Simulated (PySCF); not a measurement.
Consider propargyl chloride, `C#CCCl` (C3H3Cl). Non-hydrogen atoms are numbered in `[CH:1]#[C:2][CH2:3][Cl:4]`.

Computed at ωB97X-D3(BJ)/ma-def2-TZVP // PBE0-D3(BJ)/def2-SVP with PySCF (density fitting, grid level 2). The prefix ma- adds one diffuse s and one diffuse p function on all atoms but H. ωB97X-D3(BJ) is ωB97X-V with D3(BJ) in place of VV10. Zero-point and thermal terms (298.15 K, 1 bar) come from unscaled PBE0-D3(BJ)/def2-SVP harmonic frequencies, with soft modes damped to free rotors in the entropy.

(1) What are the vertical and the adiabatic ionisation energy for forming the radical cation?

(2) Where does the unpaired spin of the relaxed radical cation sit?

(3) What oxidation potential follows in THF (IEF-PCM), given that Fc+/Fc comes at 4.74 V absolute with this functional and basis?

(4) How far is −ε(HOMO) from the vertical value by ΔSCF?

Answers

(1) 10.68 eV vertical and 10.50 eV adiabatic, the latter with zero-point energy.

(2) C1 (alkyne carbon) 0.53, C2 (alkyne carbon) 0.24, Cl4 (chlorine) 0.09 (intrinsic atomic orbital populations).

(3) In the gas phase ΔG of oxidation is 10.477 eV, and solvation is -15.7 kJ/mol for the parent and -234.0 kJ/mol for the product, so the absolute potential is 8.21 V, or 3.47 V against Fc+/Fc. Fc+/Fc in THF, 4.74 V, is ωB97X-D3(BJ)/ma-def2-TZVP on PBE0-D3(BJ)/def2-SVP structures with GFN2-xTB thermal terms. Benchmark calculations put it near 5.0 V in acetonitrile and DMSO, so it is about 0.3 V low, and the value against it can read up to that much too high. The solvent is electrostatics only, on gas-phase structures; the absolute scale refers to an electron at rest in vacuum.

(4) −ε(HOMO) = 10.61 eV, which is 0.07 eV below the ΔSCF value.

Note: spin-orbit coupling is left out of the energies, which matters for open shells on the heavier atoms.
